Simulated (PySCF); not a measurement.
**ethylene carbonate: gas-phase deprotonation enthalpies at several levels**

Structure: `O=C1OCCO1` (C3H4O3). Atom numbers as in the mapped SMILES `[O:1]=[C:2]1[O:3][CH2:4][CH2:5][O:6]1`. These are map numbers, not IUPAC locants.

All levels share the PBE0-D3(BJ)/ma-def2-SVP structures and the PBE0-D3(BJ)/ma-def2-SVP thermal terms; only the single-point energies (PySCF) change. Values are gas-phase deprotonation enthalpies (298 K, kJ/mol).

| level | C4 | time |
| --- | --- | --- |
| PBE0-D3(BJ)/aug-cc-pVDZ | 1603 | 22 s |
| PBE0-D3(BJ)/6-31+G* | 1604 | 11 s |
| PBE0-D3(BJ)/6-311++G(2d,2p) | 1608 | 25 s |
| PBE0-D3(BJ)/ma-def2-TZVP | 1609 | – |
| PBE0-D3(BJ)/def2-TZVP | 1619 | 27 s |
| PBE0-D3(BJ)/cc-pVTZ | 1629 | 32 s |

Times are wall times for all single points of a level on 1 thread of Arm Neoverse N1, a shared host; the dash marks the run that also made the structures.

The spread: 26 kJ/mol, from 1603 to 1629.

Bases without diffuse functions serve anions poorly.
